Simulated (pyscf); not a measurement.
Optimised with ωB97X-D3(BJ)/def2-SVP in PySCF.

### Question
PBE/def2-TZVP puts the barrier of hydrogen chloride (HCl) + Cl–TiH(Cl)–Cl -> titanium tetrachloride (Cl–Ti(Cl)(Cl)–Cl) + hydrogen (H₂) (four-centre exchange; singlet surface; Cl–H, H–Ti broken, Cl–Ti, H–H formed) at -2.7 kcal/mol and the reaction energy at -40.7 kcal/mol, from the separated reactants. What do B3LYP-D3(BJ)/def2-TZVP, PBE0-D3(BJ)/def2-TZVP, ωB97M-D3(BJ)/def2-TZVP give on the same structures?

### Answer
B3LYP-D3(BJ): ΔE‡ = 0.9 kcal/mol, ΔE = -40.0 kcal/mol; PBE0-D3(BJ): ΔE‡ = -0.9 kcal/mol, ΔE = -39.0 kcal/mol; ωB97M-D3(BJ): ΔE‡ = 5.3 kcal/mol, ΔE = -34.7 kcal/mol. PBE's barrier lies under all of them, by 1.9 to 8.0 kcal/mol. Its reaction energy lies under all of them, by 0.7 to 5.9 kcal/mol. On the reactant side the descent ends in an adduct with a Cl–Ti contact, 3.1 kcal/mol under the separated species and 4.1 kcal/mol under the saddle at ωB97X-D3(BJ)/def2-TZVP. At PBE, PBE0-D3(BJ) the saddle lies under the separated reactants, which points to a path from their complex (located at ωB97X-D3(BJ) alone). What is counted as formed (Cl–Ti) is already present as a longer contact in the reactant adduct; forming that adduct is a step of its own. At ωB97X-D3(BJ) the barrier from the zero used here is 1.1 kcal/mol. This is the saddle that the search found; another between the same sides may lie lower.
